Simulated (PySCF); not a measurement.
Excited states between 380 and 750 nm. Vertical TDDFT excitations of isolated species (PySCF; the level stands beside each; core orbitals frozen in the response), one conformer each, no solvent. Atoms past krypton carry core potentials; spin–orbit coupling is left out.

1. `CC(=S)C1CNC1`
2. `Cc1[nH]nnc1[SiH3]`
3. `NC(=S)CC1CC1`
4. `C(F)(C1C(=C/F)/C=1)(F)F`
5. `CC1CC1`
6. `C=C(C)C`
7. `Cl[Se]Cl`
8. `[H][In]([H])([H])<-[P](F)(F)F`

Question: For which of them does the calculation put a singlet between 380 and 750 nm?

Answer: 1 and 7.

1. (CAM-B3LYP/def2-SVPD on a GFN2-xTB geometry) 487 nm (f 0.000); 255 nm (f 0.002); 223 nm (f 0.317); 205 nm (f 0.062); 199 nm (f 0.002). S1 lies in the visible range (380 to 750 nm), at 487 nm, dark in the vertical dipole picture (f under 0.0005); light of that wavelength is green-blue to blue-green, and its complementary colour is orange to red; a Tamm–Dancoff triplet lies at 589 nm, without intensity as long as spin–orbit coupling is left out.
2. (CAM-B3LYP/def2-SVPD on a GFN2-xTB geometry) 218 nm (f 0.008); 190 nm (f 0.117); 183 nm (f 0.004 summed over 2 states); 177 nm (f 0.133); 169 nm (f 0.002).
3. (PBE0/def2-SVPD on a GFN2-xTB geometry) 364 nm (f 0.000); 241 nm (f 0.177); 221 nm (f 0.111); 203 nm (f 0.003); 199 nm (f 0.022). No computed singlet lies in the visible range (380 to 750 nm); the lowest, at 364 nm, stands 0.14 eV above its violet end (3.26 eV); a Tamm–Dancoff triplet lies at 404 nm, without intensity as long as spin–orbit coupling is left out.
4. (PBE0/def2-SVPD on a GFN2-xTB geometry) 332 nm (f 0.022); 209 nm (f 0.002); 193 nm (f 0.000); 190 nm (f 0.001); 185 nm (f 0.004).
5. (PBE0/def2-SVPD on a GFN2-xTB geometry) 161 nm (f 0.014); 154 nm (f 0.006); 151 nm (f 0.010); 147 nm (f 0.001); 147 nm (f 0.013).
6. (wB97X-D/def2-SVPD on a GFN2-xTB geometry) 175 nm (f 0.009); 167 nm (f 0.450); 150 nm (f 0.037); 148 nm (f 0.000); 147 nm (f 0.000).
7. (B3LYP/def2-SVPD on a PBE0-D3(BJ)/def2-SVP geometry) 487 nm (f 0.001); 450 nm (f 0.000); 245 nm (f 0.010); 241 nm (f 0.000); 236 nm (f 0.010). 2 computed singlets (S1 to S2) lie in the visible range (380 to 750 nm), the largest f among them at 487 nm, f = 0.0009; light of that wavelength is green-blue, and its complementary colour is orange; a Tamm–Dancoff triplet lies at 668 nm, without intensity as long as spin–orbit coupling is left out.
8. (CAM-B3LYP/def2-SVPD on a PBE0-D3(BJ)/def2-SVP geometry) 207 nm (f 0.000); 207 nm (f 0.000); 189 nm (f 0.000); 189 nm (f 0.002); 188 nm (f 0.002).
